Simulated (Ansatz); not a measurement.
```yaml
crystal:
  periodic: [false, false, false]
  atoms:
    - {symbol: N, position_ang: [-0.055901, -0.919549, -0.390524]}
    - {symbol: C, position_ang: [0.106728, -0.175455, 0.194748]}
    - {symbol: S, position_ang: [0.548983, -0.390852, 1.144769]}
    - {symbol: C, position_ang: [-0.071838, 0.607861, 0.001429]}
    - {symbol: O, position_ang: [-0.360393, 0.827384, -0.719597]}
    - {symbol: F, position_ang: [-0.017584, 1.216708, 0.604422]}
    - {symbol: H, position_ang: [-0.219698, -0.696743, -0.884562]}
    - {symbol: H, position_ang: [0.430343, -1.352935, -0.373952]}
    - {symbol: H, position_ang: [-0.122566, -1.080253, 1.333005]}
    - {symbol: H, position_ang: [-0.140044, 1.329614, -1.023543]}
basis:
  gaussian: {orbitals: def2-TZVPD, final_grid: {core_spheres: 8, valence_spheres: 7, degree: 23}, point_charges: [{charge: 2.00, position_ang: [5.603, -0.425, 0.839]}]}
hamiltonian: {xc: {name: B2PLYP}}
accuracy: high
output: {forces: true}
```

```sh
$ ansatz run in.yaml --threads 4 --pin off --events-out ev --progress --plain --max-ram 10444MiB
```

Shortened log:

```
Functional definition: B2PLYP
4030 factors; integrals over basis functions are off by at most 3.7e-9 eV
mean field evaluation 1: about -19032.2062 eV, gradient 1.7e2 eV
mean field evaluation 2: about -19032.3749 eV, gradient 1.7e2 eV
mean field evaluation 4: about -19066.1790 eV, gradient 4.7e1 eV
mean field evaluation 8: about -19071.3717 eV, gradient 1.3e0 eV
mean field evaluation 16: about -19071.3755 eV, gradient 7.6e-3 eV
mean field evaluation 32: about -19071.3755 eV, gradient 5.4e-8 eV
mean field -19071.37551647 eV, -700.8601231877 hartree, gradient 5.4e-8 eV, S^2 0.000000; 2 other end points of the search recorded, 1 dependent functions left out; unrestricted orbitals would lower it
10 core orbitals not correlated: weight in the atoms' cores, before any rotation towards them, 1.000 or more for the frozen orbitals, at most 0.000 for the correlated occupied ones
reference -19071.37554590 eV, -700.8601242690 hartree; 18, 18 occupied and 244, 244 virtual orbitals, 4030 factors
second order -37.23819689 eV of doubles, -0.00000000 eV of singles
Total energy: -19081.42985906 eV, -701.2296134626 hartree
Atom 0 at    -0.055901    -0.919549    -0.390524 Å, force   -21.282630   -57.247618    40.177112 eV/Å
Atom 1 at     0.106728    -0.175455     0.194748 Å, force     3.265455   -73.659942   -12.306833 eV/Å
Atom 2 at     0.548983    -0.390852     1.144769 Å, force    66.879538   -12.052218   102.405646 eV/Å
Atom 3 at    -0.071838     0.607861     0.001429 Å, force    11.896287    18.095172    28.091878 eV/Å
Atom 4 at    -0.360393     0.827384    -0.719597 Å, force   -80.182250    -0.709742  -129.908257 eV/Å
Atom 5 at    -0.017584     1.216708     0.604422 Å, force     9.174106   100.779926    90.323139 eV/Å
Atom 6 at    -0.219698    -0.696743    -0.884562 Å, force   -31.546205    34.887157   -93.265450 eV/Å
Atom 7 at     0.430343    -1.352935    -0.373952 Å, force    40.644743   -41.362484    -1.221089 eV/Å
Atom 8 at    -0.122566    -1.080253     1.333005 Å, force   -15.901361   -21.263001     8.746247 eV/Å
Atom 9 at    -0.140044     1.329614    -1.023543 Å, force    18.885498    52.658824   -33.045724 eV/Å
Dipole moment:    -2.361822     0.861844    -0.956874 e Å
```

Something in this input is off. What?

The geometry is squeezed to about two thirds of its size. The run converged. The result belongs to that input, not to the molecule as meant.
